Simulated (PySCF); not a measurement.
## Bond length, frequency and bond energy of LiS by level of theory

State: ²Π (doublet), unpaired electrons π ↑. Set-up: basis Li def2-TZVP, S def2-TZVP; no relativity; PySCF 2.14. De refers to Li + S in their high-spin ground configurations, without counterpoise correction. The functionals are run spin-unrestricted. A positive dipole means Li(−)S(+).

| Level | Re (Å) | ωe (cm⁻¹) | De (eV) | μ (D) | CPU s a point (SCF and correlation, without the integrals) |
| --- | --- | --- | --- | --- | --- |
| UHF | 2.164 | 586 | 1.98 | -7.48 | 0.16 |
| UHF-MP2 | 2.159 | 584 | 2.91 | n/a | 0.24 |
| UHF-SCS-MP2 | 2.161 | 583 | 2.91 | n/a | n/a |
| UHF-CCSD | 2.157 | 585 | 2.86 | n/a | n/a |
| UHF-CCSD(T) | 2.158 | 583 | 2.91 | n/a | 2.6 |
| PBE | 2.154 | 573 | 3.14 | -6.76 | 0.38 |
| r²SCAN | 2.158 | 577 | 3.18 | -7.13 | 0.57 |
| B3LYP | 2.148 | 580 | 3.13 | -6.89 | 0.51 |
| PBE0 | 2.145 | 587 | 3.07 | -7.01 | 0.71 |
| M06 | 2.156 | 568 | 3.22 | -7.10 | 0.62 |
| BHandHLYP | 2.138 | 595 | 3.04 | -7.09 | 0.36 |

The bond length runs from 2.138 Å (BHandHLYP) to 2.164 Å (UHF). De spans 1.98 eV (UHF, mean field) to 3.22 eV (M06, hybrid meta-GGA). Correlation at CCSD(T) changes the Hartree–Fock bond energy by +0.93 eV; the triples alone change it by +0.05 eV.

Correlated steps freeze 5 core orbitals. The state was picked by a PBE0 search and need not be the measured ground state.

The whole job (state search and all levels along the bond) took about 1.3 min on 1 thread of AMD EPYC 7R43 64-Core (shared host), peak memory 0.65 GiB.
